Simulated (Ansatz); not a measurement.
# Al2H+ (quintet): wave-function methods side by side, def2-TZVPP

An exercise on one series of results from a longer session: the logs are not shown, and one member is left open.

Program: Ansatz 0.2.0, Gaussian basis. Level of theory: def2-TZVPP, core rule «outside noble gas», up to 10 orbitals frozen. These are calculated values, not measurements.

The runs, in order: UHF; ROHF; CCSD(T) on UHF.

## The geometry

The geometry is a PBE0/def2-TZVP stationary point (not a proven minimum) of the parent state, kept for this charge and spin.

3 atoms, charge 1, spin multiplicity 5.

Atoms are counted from 1 here; the program's logs count them from 0.

Bond lengths: Al1–Al2 2.360 Å, Al1–H3 1.583 Å. Angles: Al2–Al1–H3 180.0°.

The first run:

File in.yaml:

```yaml
crystal:
  periodic: [false, false, false]
  atoms:
    - {symbol: Al, position_ang: [0.000000, 0.000000, 0.259056]}
    - {symbol: Al, position_ang: [0.000000, 0.000000, -2.101360]}
    - {symbol: H, position_ang: [0.000000, 0.000000, 1.842303]}
basis:
  gaussian: {orbitals: def2-TZVPP}
total_charge: 1
magnetization: {spin_polarized: true, initial_magnetization: 4}
hamiltonian: {xc: hf}
output: {orbitals: {seedname: orbitals}}
```

Launch:

```sh
$ ansatz run in.yaml --threads 1 --pin off --events-out ev --progress --plain --max-ram 4096MiB --backend cpu
```

Among the steps run: UHF; ROHF; CCSD(T) on UHF.

One table of the session follows, with a row left open; its other results are not shown here.

| method | from UCCSD(T) (kJ/mol) |
| --- | --- |
| ROHF | +222.5 |
| UHF | +219.3 |
| UMP2 | +66.5 |
| UCCSD | ? |
| UCCSD(T) | 0 |

Q: Estimate the row for UCCSD from the others.

As computed: from UCCSD(T) (kJ/mol): +8.8. In the column «from UCCSD(T) (kJ/mol)» it lies between UCCSD(T) (0) and UMP2 (+66.5).
